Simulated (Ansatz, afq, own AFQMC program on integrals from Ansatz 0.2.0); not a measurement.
## NHO, triplet: AFQMC among the cluster methods

```xyz
3

N     0.0000   -0.1231    0.5972
O     0.0000    0.0652   -0.6011
H     0.0000    0.6766    1.2433
```

Connectivity, by distances: NH–O.

Basis cc-pVDZ. Noble-gas cores (and the filled d shells of Ga–Kr and In–Xe) are frozen. Ansatz 0.2.0 and our own AFQMC program on the same integrals; the CISD trial comes from CCSD amplitudes, and released means the phaseless constraint is let go. Free AFQMC starts from the CCSD state and is never constrained. Its projection time is finite, and what remains of the start isn't in its error. Error bars are statistical, one sigma.

Determinant: UHF, the one that the program's search chose, which needn't be the lowest solution. The geometry is a point of a scan.

No full CI on the walks' own integrals is used here; CCSDT(Q) serves as the reference and is uncertain by about the last step of the cluster series.

Cautions: lower spins were not checked.

The T1 diagnostic is 0.0322, the weight of the determinant in the CISD state is 0.884 and the ⟨S²⟩ of the determinant is 2.026. The size of the correlated space is 12 electrons in 31 orbitals.

```
  level  correlation energy (eV)
    MP2                  -8.4625
   CCSD                  -8.9918
CCSD(T)                  -9.2358
```

(1) Estimate where free-projection AFQMC lies against CCSD(T) on the same integrals.

(1) 6.4 ± 2.4 kJ/mol below CCSD(T).

Reference: CCSDT(Q), correlation energy -9.284 eV. The released energy is read at 2.40 1/Eh (meV from the phaseless value at times in 1/Eh: -6 ± 18 at 0.24, -5 ± 15 at 0.51, 17 ± 19 at 0.99, -16 ± 18 at 1.62, 39 ± 30 at 2.40).

| level | E − E(reference) (kJ/mol) | share of correlation (%) |
| --- | --- | --- |
| CCSD(T) | 4.7 | 99.48 |
| CCSDT | 3.3 | 99.63 |
| ph-AFQMC/HF | 22.9 ± 6.9 | 97.44 |
| ph-AFQMC/CISD | 1.0 ± 1.7 | 99.89 |
| released AFQMC | 4.8 ± 2.9 | 99.47 |
| free AFQMC | -1.7 ± 2.4 | 100.19 |

Free projections are given only where their last times agree within the noise and don't stop above the reference; a slow remainder of the start can still hide under it. A walk keeps the symmetry of its determinant, which the program's search chose and which needn't be the lowest solution, so a lower state of the same spin and another symmetry isn't excluded. Released energies are given only where the last usable release times agree within the noise; a slower fall can still hide under it.
